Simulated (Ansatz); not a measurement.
Series: binary hydrides. Gas-phase values, no solvent. Strings in code marks are SMILES.

Quantity: vertical ionisation energy (energy after one electron is removed minus that of the parent at the parent's geometry), in eV.

Case: `C`. Geometry of `C` (neutral, multiplicity 1, Å):

```xyz
5

C      0.0000     0.0000     0.0000
H      0.4714     0.7689    -0.6115
H      0.7598    -0.5104     0.5912
H     -0.5024    -0.7200    -0.6454
H     -0.7288     0.4615     0.6657
```

Question: What is the computed vertical ionisation energy (energy after one electron is removed minus that of the parent at the parent's geometry) (HF/def2-TZVPP // PBE0-D3(BJ)/def2-TZVP (Ansatz, an electronic-structure program))?

Answer: 13.25 eV.
